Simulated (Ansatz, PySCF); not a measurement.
Breaking a bond: BCl3, SMILES ClB(Cl)Cl. The B1–Cl4 bond (B1 also carries Cl, Cl; Cl4 carries nothing else) is varied alone, starting from the PBE0/def2-TZVP optimised geometry.

Levels: RKS-B3LYP/6-31G* = restricted B3LYP/6-31G*, spherical d run with PySCF; RMP2 = MP2 on RHF/cc-pVTZ, frozen core (Ansatz, a quantum-chemistry and plane-wave program); UCCSD(T) = Ansatz with CCSD(T) on UHF/cc-pVTZ, frozen core.

Energies relative to the lowest point of each curve near equilibrium, in kcal/mol:

```json
[
 {"R / Å": "1.49", "RKS-B3LYP/6-31G*": "30.2", "RMP2": "27.9"},
 {"R / Å": "1.57", "RKS-B3LYP/6-31G*": "12.6", "RMP2": "11.2"},
 {"R / Å": "1.67", "RKS-B3LYP/6-31G*": "2.2", "RMP2": "1.6"},
 {"R / Å": "1.80", "RKS-B3LYP/6-31G*": "0.4", "RMP2": "0.9"},
 {"R / Å": "1.84", "RKS-B3LYP/6-31G*": "1.6", "RMP2": "2.4"},
 {"R / Å": "1.92", "RKS-B3LYP/6-31G*": "5.5", "RMP2": "6.9"},
 {"R / Å": "2.36", "RKS-B3LYP/6-31G*": "40.6", "RMP2": "46.0"},
 {"R / Å": "2.61", "RKS-B3LYP/6-31G*": "60.3", "RMP2": "68.1"},
 {"R / Å": "3.44", "RKS-B3LYP/6-31G*": "105.1", "RMP2": "119.7"},
 {"R / Å": "3.82", "RKS-B3LYP/6-31G*": "116.8", "RMP2": "133.5"},
 {"R / Å": "5.30", "RKS-B3LYP/6-31G*": "135.9", "RMP2": "150.0"},
 {"R / Å": "6.10", "RKS-B3LYP/6-31G*": "138.9", "RMP2": "144.8"}
]
```

Question: Predict the corresponding UCCSD(T) column.

Answer: 1.49: 29.1; 1.57: 12.0; 1.67: 1.9; 1.80: 0.7; 1.84: 2.0; 1.92: 6.2; 2.36: 43.6; 2.61: 65.5; 3.44: 110.5; 3.82: 114.7; 5.30: 116.8; 6.10: 117.0 (kcal/mol).

The restricted form behind RKS-B3LYP/6-31G*, RMP2 keeps the bonding electrons paired and can't separate into open-shell fragments. The T1 diagnostic of CCSD on the restricted reference of RMP2 exceeds 0.045 at 3.44 to 6.10 Å. The unrestricted determinant behind UCCSD(T) is spin-contaminated at 2.61 to 6.10 Å (<S²> up to 1.0, against 0.00 for a pure singlet).
